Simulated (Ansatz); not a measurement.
Reaction (SMILES): O=c1cc1 + 6 [H][H] (H2) -> 3 C (CH4) + O (H2O)

Quantity: energy of full hydrogenation (enthalpy at 298 K), in kcal/mol. Terms: six Cartesian d functions in 6-31G* and its kin unless marked 5d; LANL2DZ all-electron up to Ne; 6-311+G** with 5d; spin-orbit terms left out; frozen cores in correlated levels; non-relativistic. CBS marks a two-point X^-3 extrapolation of the correlation energy; Hartree-Fock from the larger set. The bracket is a focal-point correction in the basis named. Ab initio and DFT rows: single points at B3LYP-D3(BJ) geometries (Ansatz, a first-principles code), with unscaled harmonic terms from B3LYP/6-31G* (Ansatz) at its own minima.

Coupled cluster (Ansatz) is a level with limits of its own, used here on species with T1 under 0.025 (0.045 for open shells) and stable references: RI-MP2/CBS(aug-cc-pVTZ,aug-cc-pVQZ)+[CCSD(T)-MP2]/aug-cc-pVTZ.

Value to compare with, RI-MP2/CBS(aug-cc-pVTZ,aug-cc-pVQZ)+[CCSD(T)-MP2]/aug-cc-pVTZ (Ansatz): -149.5 kcal/mol.

```tsv
level	program	energy of full hydrogenation (enthalpy at 298 K) (kcal/mol)	difference
HF/STO-3G	Ansatz	-212.2	-62.7
HF/3-21G	Ansatz	-176.1	-26.6
HF/LANL2DZ	Ansatz	-192.2	-42.7
HF/6-31G*	Ansatz	-159.0	-9.5
HF/6-311+G**	Ansatz	-158.5	-9.0
```

Among the 5 habitual levels, HF/STO-3G lies farthest from RI-MP2/CBS(aug-cc-pVTZ,aug-cc-pVQZ)+[CCSD(T)-MP2]/aug-cc-pVTZ (Ansatz) (-62.7 kcal/mol); 0 of 5 lie above it, and their mean absolute difference is 30.1 kcal/mol, the median 26.6. One case shows no general order.

The sets are all those run for this method; left out are runs that failed, that the program found above a lower state of the same kind, or whose <S^2> lies over 0.5 above the pure value.
